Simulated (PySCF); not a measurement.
PySCF input (BP86/def2-SVP):

```python
from pyscf import gto, dft

mol = gto.M(
    atom='''
    C    -0.00000000   -0.00000000   -0.47198407
    C     0.00000000    0.00000000    0.72801579
    H    -0.00000000   -0.00000000   -1.53619029
    ''',
    basis='def2-svp',
    charge=0,
    spin=1,
    symmetry='C2v',
    verbose=4,
)

mf = dft.UKS(mol, xc='bp86')
mf.grids.level = 3
mf.conv_tol = 1e-9
mf.max_cycle = 100
mf.max_memory = 1500
mf.kernel()
if not mf.converged:
    mf = mf.newton()
    mf.kernel(mf.make_rdm1())
mf.dip_moment()
```

From the last part of the output:

```
alpha HOMO (B1) = -0.281184113301775  LUMO (B2) = -0.0129410606869242
beta  HOMO (B2) = -0.267684504594154  LUMO (A1) = -0.221195257974214
  HOMO = -0.267684504594  LUMO = -0.221195257974  gap/eV = 1.26504
cycle= 6 E= -76.5438004129288  delta_E= -8.56e-05  |g|= 0.00325  |ddm|= 0.0124
alpha HOMO (B1) = -0.281780351151554  LUMO (B2) = -0.0133499016331209
beta  HOMO (B2) = -0.268392351900725  LUMO (A1) = -0.221706834088413
  HOMO = -0.268392351901  LUMO = -0.221706834088  gap/eV = 1.27038
cycle= 7 E= -76.5438096777463  delta_E= -9.26e-06  |g|= 0.000932  |ddm|= 0.00493
alpha HOMO (B1) = -0.281670696332126  LUMO (B2) = -0.0131681154768655
beta  HOMO (B1) = -0.268313505737444  LUMO (A1) = -0.221462567177335
  HOMO = -0.268313505737  LUMO = -0.221462567177  gap/eV = 1.27488
cycle= 8 E= -76.5438112214621  delta_E= -1.54e-06  |g|= 0.000169  |ddm|= 0.00242
alpha HOMO (B1) = -0.281675493647075  LUMO (B2) = -0.0131571478323718
beta  HOMO (B2) = -0.268324331785671  LUMO (A1) = -0.221388716352608
  HOMO = -0.268324331786  LUMO = -0.221388716353  gap/eV = 1.27718
cycle= 9 E= -76.5438113425004  delta_E= -1.21e-07  |g|= 5.86e-05  |ddm|= 0.000916
alpha HOMO (B1) = -0.281671867978318  LUMO (B2) = -0.0131522046137308
beta  HOMO (B2) = -0.268319026969394  LUMO (A1) = -0.221374760745879
  HOMO = -0.268319026969  LUMO = -0.221374760746  gap/eV = 1.27742
cycle= 10 E= -76.543811345518  delta_E= -3.02e-09  |g|= 5.66e-06  |ddm|= 0.000102
alpha HOMO (B1) = -0.281672427383686  LUMO (B2) = -0.0131523366367176
beta  HOMO (B2) = -0.268319346160453  LUMO (A1) = -0.221374700063054
  HOMO = -0.26831934616  LUMO = -0.221374700063  gap/eV = 1.27743
cycle= 11 E= -76.5438113455578  delta_E= -3.98e-11  |g|= 1.16e-06  |ddm|= 1.49e-05
alpha HOMO (B2) = -0.281672280507737  LUMO (B2) = -0.0131520927202423
beta  HOMO (B2) = -0.26831916400274  LUMO (A1) = -0.221374841280796
  HOMO = -0.268319164003  LUMO = -0.221374841281  gap/eV = 1.27742
Extra cycle  E= -76.5438113455536  delta_E= 4.21e-12  |g|= 3.18e-06  |ddm|= 3.71e-06
converged SCF energy = -76.5438113455536  <S^2> = 0.77066348  2S+1 = 2.0205578
Dipole moment(X, Y, Z, Debye):  0.00000,  0.00000, -0.74450
```

The geometry given is a B3LYP-D3(BJ)/def2-TZVP minimum.
